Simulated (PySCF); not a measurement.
## Atomic charges against the basis set

Species: C₅H₆.
Geometry (PBE0-D3(BJ)/def2-SVP, Å), atoms numbered from 1 in this order:
```
atom  x, y, z in Å
C1    -2.4150    0.3804    0.9176
C2    -1.5790   -0.5167    0.3739
C3    -0.2001   -0.2881    0.1064
C4     0.9797   -0.1162   -0.1314
C5     2.3888    0.0923   -0.4132
H6    -2.0735    1.3797    1.1993
H7    -3.4640    0.1316    1.0932
H8    -1.9633   -1.5090    0.1059
H9     3.0136   -0.2133    0.4415
H10    2.6013    1.1530   -0.6195
H11    2.7108   -0.4933   -1.2886
```

PBE0 throughout (PySCF), one geometry, spherical d and f functions. Isolated species at its PBE0-D3(BJ)/def2-SVP geometry, gas phase. The first 7 of 9 kinds of atom are listed.

Mulliken charges (e):

```
      basis  functions      C1      C2      C3      C4      C5      H6      H7
   pcSseg-0         57  -0.386  -0.192  -0.168  -0.157  -0.592  +0.231  +0.224
    cc-pVDZ        100  -0.002  -0.233  +0.095  -0.208  -0.029  +0.041  +0.049
aug-cc-pVDZ        169  +0.491  +0.936  -0.043  -0.410  +0.327  -0.399  -0.397
    cc-pVTZ        234  -0.253  -0.137  +0.020  -0.060  -0.308  +0.119  +0.122
   IGLO-III        235  -0.218  -0.084  -0.078  -0.034  -0.325  +0.112  +0.108
```

IAO charges (e):

```
      basis  functions      C1      C2      C3      C4      C5      H6      H7
   pcSseg-0         57  -0.283  -0.155  -0.068  -0.036  -0.440  +0.153  +0.152
    cc-pVDZ        100  -0.290  -0.149  -0.071  -0.036  -0.429  +0.154  +0.153
aug-cc-pVDZ        169  -0.301  -0.151  -0.074  -0.039  -0.436  +0.159  +0.158
    cc-pVTZ        234  -0.300  -0.151  -0.073  -0.039  -0.440  +0.159  +0.157
   IGLO-III        235  -0.302  -0.152  -0.074  -0.039  -0.440  +0.160  +0.158
```

Task: Which scheme is steadiest as the basis changes?

Result: Largest range over the bases for any column: IAO 0.02 e, Mulliken 1.17 e. IAO charges move least and Mulliken charges most, counted in e.

Task: How much do the charges still move between the two largest bases, cc-pVTZ and IGLO-III?

Result: At most, over all atoms: Mulliken 0.098 e, IAO 0.002 e.

Task: What do the same runs give for the total energy, the frontier levels and the dipole moment?

Result: 
```tsv
basis	energy (Eh)	HOMO (eV)	LUMO (eV)	μ (D)
pcSseg-0	-193.3947	-6.80	-0.55	0.65
cc-pVDZ	-193.8251	-6.58	-0.50	0.68
aug-cc-pVDZ	-193.8335	-6.71	-0.76	0.71
cc-pVTZ	-193.8798	-6.69	-0.66	0.68
IGLO-III	-193.8877	-6.72	-0.77	0.71
```
